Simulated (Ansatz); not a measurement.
```yaml
crystal:
  periodic: [false, false, false]
  atoms:
    - {symbol: B, position_ang: [0.256206, 0.484450, -0.395318]}
    - {symbol: B, position_ang: [-0.335369, -0.583377, 0.435852]}
    - {symbol: H, position_ang: [-0.591449, -1.240338, 0.941903]}
    - {symbol: H, position_ang: [0.827443, 1.205953, -1.219385]}
basis:
  gaussian: {orbitals: aug-cc-pVDZ, fitting: {mean_field: def2-universal-jkfit}, point_charges: [{charge: 1.00, position_ang: [3.569, 0.834, 0.298]}]}
total_charge: 1
magnetization: {spin_polarized: true, initial_magnetization: 1}
hamiltonian: {xc: {name: wB97X-V}}
scf: {omitted_lower_state_checks: [starts]}
output: {forces: true}
```

```sh
$ ansatz run in.yaml --threads 4 --pin off --events-out ev --progress --plain --max-ram 3916MiB
```

It prints (some lines left out):

```
Functional definition: wB97X-V
186 factors; integrals over basis functions are off by at most 2.4e-1 eV
186 factors; integrals over basis functions are off by at most 2.4e-3 eV
mean field evaluation 1: about -1365.1122 eV, gradient 8.5e0 eV
mean field evaluation 2: about -1365.6152 eV, gradient 1.6e0 eV
mean field evaluation 4: about -1365.6398 eV, gradient 1.4e-1 eV
mean field evaluation 8: about -1365.6391 eV, gradient 2.9e-3 eV
mean field evaluation 16: about -1365.6391 eV, gradient 6.2e-4 eV
mean field -1365.63911116 eV, -50.1863116718 hartree, gradient 3.8e-7 eV, S^2 0.751523; 0 other end points of the search recorded, 0 dependent functions left out
reference -1365.63910899 eV, -50.1863115920 hartree; 6, 5 occupied and 58, 59 virtual orbitals, 186 factors
Total energy: -1365.63910899 eV, -50.1863115920 hartree
Atom 0 at     0.256206     0.484450    -0.395318 Å, force     2.369078     4.229591    -4.204975 eV/Å
Atom 1 at    -0.335369    -0.583377     0.435852 Å, force     3.649161    11.263095    -8.357301 eV/Å
Atom 2 at    -0.591449    -1.240338     0.941903 Å, force    -6.072186   -15.134561    11.576467 eV/Å
Atom 3 at     0.827443     1.205953    -1.219385 Å, force    -0.665699    -0.499089     0.888605 eV/Å
Dipole moment:    -0.242957    -0.025226     0.010929 e Å
Checks for a lower state left out: starts
```

Hardware: 4 threads of AMD EPYC 9R45 on a shared host. Wall time 1.2 s.

The dipole of an ion depends on the origin.
